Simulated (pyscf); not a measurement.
Optimised with ωB97X-D3(BJ)/def2-SVP in PySCF.

Q: How much does it cost (ΔH, 298 K, ωB97M-D3(BJ)/def2-TZVP) to split H₃C–SbH–CH₃ (SMILES [CH3][SbH][CH3]) at its H–Sb bond into H₃C–Sb•–CH₃ + H•?

A: H–Sb to H₃C–Sb•–CH₃ + H•: 275.4 kJ/mol. The 7 functionals that were run give +250.4 (M06-2X) to +282.1 kJ/mol (ωB97X-D3(BJ)/def2-TZVP). Other isomers of H₃C–Sb•–CH₃ were not searched in full and may lie lower. Elements past Kr carry the def2 core potentials, without spin-orbit coupling.
